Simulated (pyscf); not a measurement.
Optimised with ωB97X-D3(BJ)/def2-SVP in PySCF.

Problem. PBE/def2-TZVP puts the barrier of O=WH(=O)–OH (SMILES [O]=[WH](=[O])[OH]) + H₂O (SMILES O) → O=W(=O)(OH)–OH (SMILES [O]=[W](=[O])([OH])[OH]) + H₂ (SMILES [H][H]) (four-centre exchange; singlet surface; H–W, H–O broken, O–W, H–H formed) at 0.40 eV and the reaction energy at -0.96 eV, from the separated reactants. What do r²SCAN/def2-TZVP, B3LYP-D3(BJ)/def2-TZVP, ωB97M-D3(BJ)/def2-TZVP give on the same structures?

Solution. r²SCAN: ΔE‡ = 0.36 eV, ΔE = -1.07 eV; B3LYP-D3(BJ): ΔE‡ = 0.57 eV, ΔE = -0.96 eV; ωB97M-D3(BJ): ΔE‡ = 0.67 eV, ΔE = -0.87 eV. PBE's barrier lies among them. Its reaction energy lies among theirs. On the reactant side the descent ends in an adduct with a O–W contact (not fully relaxed), 0.51 eV under the separated species and 1.05 eV under the saddle at ωB97X-D3(BJ)/def2-TZVP. What is counted as formed (O–W) is already present as a longer contact in the reactant adduct; forming that adduct is a step of its own. At the saddle there is also a short H–W contact that neither side keeps. At ωB97X-D3(BJ)/def2-TZVP the barrier from the zero used here is 0.55 eV. One saddle was located; it need not be the lowest between these sides. Elements past Kr carry the def2 core potentials, without spin-orbit coupling.
